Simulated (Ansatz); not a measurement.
All values below come from frozen-core CCSD(T)/cc-pVTZ // r2SCAN-D4/def2-TZVP (Ansatz, a quantum-chemistry and plane-wave program).

Ansatz 0.2 input:
```yaml
crystal:
  periodic: [false, false, false]
  atoms:
    - { symbol: Si, position_ang: [0.000009, -0.001772, 0.33264] }
    - { symbol: H, position_ang: [-0.742226, -1.205822, -0.117295] }
    - { symbol: H, position_ang: [1.41591, -0.03898, -0.111126] }
    - { symbol: H, position_ang: [-0.673693, 1.246575, -0.10422] }
basis:
  gaussian: { orbitals: cc-pVTZ }
correlation:
  method: ccsd_t
magnetization:
  spin_polarized: true
  initial_magnetization: 1
```

Output:

```
Functional definition: HF
429 factors; integrals over basis functions are off by at most 8.2e-4 eV
mean field evaluation 1: about -7907.9937 eV, gradient 7.1e0 eV
mean field evaluation 2: about -7907.9970 eV, gradient 7.2e0 eV
mean field evaluation 4: about -7908.7167 eV, gradient 6.2e-1 eV
mean field evaluation 8: about -7908.7250 eV, gradient 1.8e-3 eV
mean field evaluation 16: about -7908.7250 eV, gradient 6.0e-6 eV
mean field -7908.72503963 eV, -290.6402844802 hartree, gradient 6.0e-6 eV, S^2 0.755090; 0 other end points of the search recorded, 0 dependent functions left out
5 core orbitals not correlated
reference -7908.72503963 eV, -290.6402844802 hartree; 4, 3 occupied and 67, 68 virtual orbitals, 429 factors
second order -3.17096432 eV of doubles, -0.00000000 eV of singles
cycle   1  -3.67924168 eV  change   -5.1e-1 eV  update   5.4e-2
cycle   2  -3.87667948 eV  change   -2.0e-1 eV  update   2.1e-2
cycle   3  -3.88424366 eV  change   -7.6e-3 eV  update   5.8e-3
cycle   4  -3.88369720 eV  change    5.5e-4 eV  update   1.9e-3
cycle   5  -3.88330090 eV  change    4.0e-4 eV  update   7.7e-4
cycle   6  -3.88338807 eV  change   -8.7e-5 eV  update   2.6e-4
cycle   7  -3.88347567 eV  change   -8.8e-5 eV  update   7.7e-5
cycle   8  -3.88347597 eV  change   -2.9e-7 eV  update   2.2e-5
cycle   9  -3.88346928 eV  change    6.7e-6 eV  update   7.0e-6
perturbative correction -0.09540179 eV, -0.0035059511 hartree
Total energy: -7912.70391070 eV, -290.7865052948 hartree
```

Cost: about 2.0 core-seconds (a rough figure).
